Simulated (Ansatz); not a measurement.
# CH₅AlN+ (SMILES C=[NH+][AlH2]): one structure at several levels

The atoms stand at a structure displaced at random from a GFN2-xTB minimum. How far do the functionals agree with CCSD(T) there?

Method: single points in def2-TZVPP; program: Ansatz 0.2.0, Gaussian basis.

Correlated methods freeze the cores.

## (1) Starting geometry

SMILES `C=[NH+][AlH2]`, 8 atoms, charge 1, spin multiplicity 1.

Atoms are counted from 1 here; the program's logs count them from 0.

Bond lengths: C1–N2 1.227 Å, C1–H4 1.073 Å, C1–H5 1.082 Å, N2–Al3 2.000 Å, N2–H6 1.029 Å, Al3–H7 1.538 Å, Al3–H8 1.513 Å. Angles: N2–C1–H4 124.7°, N2–C1–H5 122.1°, H4–C1–H5 113.1°, C1–N2–Al3 116.6°, C1–N2–H6 117.9°, Al3–N2–H6 125.5°, N2–Al3–H7 118.7°, N2–Al3–H8 109.7°, H7–Al3–H8 131.5°.

Geometry (Å):

```
C    -0.63290    0.87970   -0.69530
N    -0.43100    0.39530    0.41390
Al    0.84990   -1.13870    0.50150
H    -1.25750    1.73170   -0.88530
H    -0.13940    0.50830   -1.58400
H    -0.92200    0.81140    1.21720
H     1.15410   -1.77000    1.87070
H     1.37520   -1.44550   -0.88430
```

## (2) CCSD(T)/def2-TZVPP

Contents of run/in.yaml:

```yaml
crystal:
  periodic: [false, false, false]
  atoms:
    - {symbol: C, position_ang: [-0.632900, 0.879700, -0.695300]}
    - {symbol: N, position_ang: [-0.431000, 0.395300, 0.413900]}
    - {symbol: Al, position_ang: [0.849900, -1.138700, 0.501500]}
    - {symbol: H, position_ang: [-1.257500, 1.731700, -0.885300]}
    - {symbol: H, position_ang: [-0.139400, 0.508300, -1.584000]}
    - {symbol: H, position_ang: [-0.922000, 0.811400, 1.217200]}
    - {symbol: H, position_ang: [1.154100, -1.770000, 1.870700]}
    - {symbol: H, position_ang: [1.375200, -1.445500, -0.884300]}
basis:
  gaussian: {orbitals: def2-TZVPP}
total_charge: 1
correlation: {method: ccsd_t}
output: {forces: true}
```

The command line of these runs was not kept.

## (3) PBE0-D4/def2-TZVPP

run/in.yaml, as its differences from that of step 2:

```diff
@@ -14,3 +14,3 @@
 total_charge: 1
-correlation: {method: ccsd_t}
-output: {forces: true}
+hamiltonian: {xc: pbe0, dispersion: d4}
+output: {forces: true, orbitals: {seedname: orbitals}}
```

## (4) wB97M-V/def2-TZVPP

run/in.yaml, as its differences from that of step 3:

```diff
@@ -14,3 +14,3 @@
 total_charge: 1
-hamiltonian: {xc: pbe0, dispersion: d4}
-output: {forces: true, orbitals: {seedname: orbitals}}
+hamiltonian: {xc: {name: wB97M-V}}
+output: {forces: true}
```

## (5) r2SCAN-D4/def2-TZVPP

run/in.yaml, as its differences from that of step 4:

```diff
@@ -14,3 +14,3 @@
 total_charge: 1
-hamiltonian: {xc: {name: wB97M-V}}
+hamiltonian: {xc: r2scan, dispersion: d4}
 output: {forces: true}
```

## (6) PBE-D4/def2-TZVPP

run/in.yaml, as its differences from that of step 5:

```diff
@@ -14,3 +14,3 @@
 total_charge: 1
-hamiltonian: {xc: r2scan, dispersion: d4}
+hamiltonian: {xc: pbe, dispersion: d4}
 output: {forces: true}
```

## (7) CAM-B3LYP-D4/def2-TZVPP

run/in.yaml, as its differences from that of step 6:

```diff
@@ -14,3 +14,3 @@
 total_charge: 1
-hamiltonian: {xc: pbe, dispersion: d4}
+hamiltonian: {xc: {name: CAM-B3LYP}, dispersion: d4}
 output: {forces: true}
```

## (8) revPBE-D4/def2-TZVPP

run/in.yaml, as its differences from that of step 7:

```diff
@@ -14,3 +14,3 @@
 total_charge: 1
-hamiltonian: {xc: {name: CAM-B3LYP}, dispersion: d4}
+hamiltonian: {xc: {name: revPBE}, dispersion: d4}
 output: {forces: true}
```

(Steps that only read results are left out.)

**Question.** What will these runs give? Wanted: energy less free atoms, CCSD(T)/def2-TZVPP; RMS force component; RMS force error; HOMO and LUMO, PBE0-D4; T1 diagnostic.

As calculated:

| quantity | value |
| --- | --- |
| energy less free atoms, CCSD(T)/def2-TZVPP | -449.6 kcal/mol |
| RMS force component | 1.103 to 1.389 eV/Å over the methods |
| RMS force error | PBE0-D4 0.276, wB97M-V 0.220, r2SCAN-D4 0.210, PBE-D4 0.206, CAM-B3LYP-D4 0.299, revPBE-D4 0.164 eV/Å |
| HOMO and LUMO, PBE0-D4 | -13.88 and -7.47 eV |
| T1 diagnostic | 0.012 |

What this shows: Against CCSD(T) the functionals' energies less atoms differ by -21.3 to -7.8 kcal/mol, PBE-D4 by -21.3 kcal/mol. A larger basis would deepen the CCSD(T) value, while the functionals are nearly converged already, so the order here is not reliable. The forces of revPBE-D4 come nearest to CCSD(T), those of CAM-B3LYP-D4 are farthest. Frozen-core CCSD(T) forces in triple zeta carry basis errors of their own, and this is one geometry, so small gaps rank nothing.
